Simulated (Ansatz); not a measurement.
The input, for Ansatz 0.2.0:

```yaml
crystal:
  periodic: [false, false, false]
  atoms:
    - {symbol: Si, position_ang: [0.000000, 0.027539, 0.529220]}
    - {symbol: B, position_ang: [0.000000, -0.118792, -1.440446]}
    - {symbol: H, position_ang: [0.000001, 1.397313, 1.121551]}
    - {symbol: H, position_ang: [1.209503, -0.689964, 1.021921]}
    - {symbol: H, position_ang: [-1.209503, -0.689963, 1.021921]}
    - {symbol: H, position_ang: [0.000000, 0.489404, -2.461723]}
basis:
  gaussian: {orbitals: "6-31G*", point_charges: [{charge: -0.50, position_ang: [4.082, 0.498, 0.522]}]}
total_charge: 1
magnetization: {spin_polarized: false}
correlation: {method: ccsd_t, electrons: outside_noble_gas, diis_vectors: 2}
accuracy: high
scf: {lower_state_search: off}
```

```sh
$ ansatz run in.yaml --threads 1 --pin off --events-out ev --progress --plain --max-ram 2393MiB
```

**Question.** Roughly how long does this take on 1 thread of Intel Xeon 6975P-C, shared host, and how much host memory?

**Answer.** 0.69 s wall and 0.11 GiB.

```
these checks for a lower state are left out or cut short: stability, starts, cluster_reference, orbital_swaps, neighbouring_geometries, increment
901 factors; integrals over basis functions are off by at most 3.9e-9 eV
mean field evaluation 1: about -8586.8533 eV, gradient 1.5e1 eV
mean field evaluation 2: about -8586.8597 eV, gradient 1.5e1 eV
mean field evaluation 4: about -8588.0506 eV, gradient 1.2e0 eV
mean field evaluation 8: about -8588.0619 eV, gradient 1.4e-3 eV
mean field -8588.06185070 eV, -315.6054518159 hartree, gradient 6.4e-8 eV, S^2 0.000000; 0 other end points of the search recorded, 0 dependent functions left out
6 core orbitals not correlated: weight in the atoms' cores, before any rotation towards them, 1.000 or more for the frozen orbitals, at most 0.000 for the correlated occupied ones
reference -8588.06185070 eV, -315.6054518159 hartree; 5, 5 occupied and 31, 31 virtual orbitals, 901 factors
second order -3.46286274 eV of doubles, -0.00000000 eV of singles
cycle   1  -4.15459646 eV  change   -6.9e-1 eV  update   7.7e-2
cycle   2  -4.46754103 eV  change   -3.1e-1 eV  update   3.2e-2
cycle   3  -4.50563491 eV  change   -3.8e-2 eV  update   1.5e-2
cycle   4  -4.50766871 eV  change   -2.0e-3 eV  update   6.9e-3
cycle   5  -4.50762015 eV  change    4.9e-5 eV  update   3.8e-3
cycle   6  -4.50448713 eV  change    3.1e-3 eV  update   1.4e-3
...
cycle  26  -4.50156729 eV  change    3.4e-9 eV  update   5.3e-8
cycle  27  -4.50156726 eV  change    2.5e-8 eV  update   3.7e-8
cycle  28  -4.50156726 eV  change    6.7e-9 eV  update   2.5e-8
cycle  29  -4.50156717 eV  change    8.4e-8 eV  update   1.0e-7
cycle  30  -4.50156714 eV  change    3.2e-8 eV  update   4.0e-8
cycle  31  -4.50156714 eV  change    5.5e-9 eV  update   1.9e-8
cycle  32  -4.50156713 eV  change    2.5e-9 eV  update   1.0e-8
cycle  33  -4.50156714 eV  change   -1.6e-9 eV  update   5.1e-9
cycle  34  -4.50156714 eV  change  -7.6e-10 eV  update   2.4e-9
cycle  35  -4.50156714 eV  change  -7.2e-10 eV  update   1.2e-9
perturbative correction -0.11771231 eV, -0.0043258477 hartree
Total energy: -8592.68113015 eV, -315.7752072047 hartree
Checks for a lower state left out: stability, starts, cluster_reference, orbital_swaps, neighbouring_geometries, increment
```

The T1 diagnostic is 0.024.
